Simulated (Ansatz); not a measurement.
A displaced shape of singlet SO2:

```xyz
3

S     0.0283    0.0138   -0.4101
O    -0.0170    1.2947    0.3556
O    -0.0058   -1.2997    0.3777
```

It was optimised with PBE0/def2-SVP in Ansatz (development build ahead of 0.2.0) to forces under 0.001 eV/Å, with restricted orbitals. Each step stands on the lowest determinant of that kind that the program's search found.

Q: What shape does it relax to, and how does the optimisation go?

A:

```xyz
3

S     0.0272    0.0004   -0.3867
O    -0.0165    1.2546    0.3483
O    -0.0052   -1.2461    0.3616
```

Bond lengths: S1–O2 1.454 Å, S1–O3 1.454 Å. Angles: O2–S1–O3 118.6°.

| step | E − E(start) (eV) | largest force (eV/Å) |
| --- | --- | --- |
| 1 | 0.0000 | 3.4507 |
| 2 | -0.1532 | 1.9877 |
| 3 | -0.2119 | 0.5482 |
| 4 | -0.2148 | 0.0832 |
| 5 | -0.2148 | 0.0536 |
| 6 | -0.2149 | 0.0065 |
| 7 | -0.2149 | 0.0009 |

The optimisation ended after 7 steps with its threshold met.
